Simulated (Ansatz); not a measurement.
Input file:

```yaml
crystal:
  periodic: [false, false, false]
  atoms:
    - {symbol: N, position_ang: [0.000000, -0.166201, 1.934600]}
    - {symbol: Na, position_ang: [0.000000, 0.054233, -1.304730]}
    - {symbol: H, position_ang: [0.000000, 1.072610, 2.875265]}
basis:
  gaussian: {orbitals: cc-pVDZ}
magnetization: {spin_polarized: false, initial_magnetization: 1}
correlation: {method: bccd, electrons: outside_noble_gas, diis_vectors: 2}
output: {forces: true}
```

```sh
$ ansatz run in.yaml --threads 1 --pin off --events-out ev --progress --plain --max-ram 2393MiB
```

Output:

```
350 factors; integrals over basis functions are off by at most 6.2e-4 eV
mean field evaluation 1: about -5893.6176 eV, gradient 2.5e1 eV
mean field evaluation 2: about -5893.6186 eV, gradient 2.5e1 eV
mean field evaluation 4: about -5893.2934 eV, gradient 1.8e1 eV
mean field evaluation 8: about -5894.6258 eV, gradient 2.4e-1 eV
mean field evaluation 16: about -5894.6287 eV, gradient 5.1e-1 eV
mean field evaluation 32: about -5895.8815 eV, gradient 2.4e-6 eV
mean field evaluation 64: about -5888.9576 eV, gradient 3.1e1 eV
mean field evaluation 96: about -5894.6259 eV, gradient 2.2e-2 eV
mean field evaluation 128: about -5894.7179 eV, gradient 4.6e-1 eV
mean field evaluation 160: about -5892.8321 eV, gradient 6.6e-1 eV
...
mean field -5895.88146944 eV, -216.6696476300 hartree, gradient 1.8e-6 eV, S^2 0.750000; 15 other end points of the search recorded, 0 dependent functions left out
...
determinant -5895.88146944 eV, -216.6696476300 hartree, with singles and doubles -5901.33522747 eV, -216.8700695410 hartree
determinant -5895.42465145 eV, -216.6528598783 hartree, with singles and doubles -5900.45762139 eV, -216.8378181121 hartree
determinant -5894.62587377 eV, -216.6235053401 hartree, with singles and doubles -5899.32622417 eV, -216.7962400314 hartree
determinant -5892.82741627 eV, -216.5574132460 hartree, with singles and doubles -5897.45888856 eV, -216.7276167133 hartree
determinant -5892.73039405 eV, -216.5538477454 hartree, with singles and doubles -5897.49115561 eV, -216.7288025057 hartree
determinant -5892.55691268 eV, -216.5474724223 hartree, with singles and doubles -5897.16831198 eV, -216.7169382211 hartree
unrestricted determinant -5898.22792688 eV, -216.7558783503 hartree, S^2 2.2012
6 core orbitals not correlated: weight in the atoms' cores, before any rotation towards them, 1.000 or more for the frozen orbitals, at most 0.000 for the correlated occupied ones
reference -5895.88146944 eV, -216.6696476300 hartree; 4, 3 occupied and 27, 28 virtual orbitals, 350 factors
second order -4.51377353 eV of doubles, -0.07752329 eV of singles
...
the amplitudes didn't converge, or were refused; trying again from first-order amplitudes
...
cycle   9  -5.88843642 eV  change   -1.1e-9 eV  update   5.0e-7
cycle  10  -5.88843652 eV  change   -9.7e-8 eV  update   4.0e-7
cycle  11  -5.88843653 eV  change   -1.3e-8 eV  update   4.3e-7
cycle  12  -5.88843651 eV  change    2.3e-8 eV  update   3.4e-7
cycle  13  -5.88843655 eV  change   -4.8e-8 eV  update   3.0e-7
cycle  14  -5.88843658 eV  change   -2.6e-8 eV  update   2.7e-7
cycle  15  -5.88843657 eV  change    4.7e-9 eV  update   2.5e-7
cycle  16  -5.88843664 eV  change   -6.4e-8 eV  update   2.5e-7
cycle  17  -5.88843660 eV  change    4.1e-8 eV  update   2.2e-7
cycle  18  -5.88843662 eV  change   -2.8e-8 eV  update   2.1e-7
the calculation of the forces begins
Total energy: -5901.76990607 eV, -216.8860436846 hartree
Atom 0 at     0.000000    -0.166201     1.934600 Å, force    -0.000000     2.969427     2.172171 eV/Å
Atom 1 at     0.000000     0.054233    -1.304730 Å, force     0.000000     0.036517     0.250368 eV/Å
Atom 2 at     0.000000     1.072610     2.875265 Å, force     0.000000    -3.005944    -2.422539 eV/Å
Dipole moment:    -0.000000    -0.019145    -0.052958 e Å
```

Forces (eV/Å):
```
N    0.000  2.969  2.172
Na   0.000  0.037  0.250
H    0.000 -3.006 -2.423
```

The singles that turn the determinant into the Brueckner one have T1 = 0.357, so far that the spin and state of the result can't be checked.

Ran on 1 thread of AMD EPYC 7B13, shared host: 13 s wall, 0.14 GiB peak host memory.
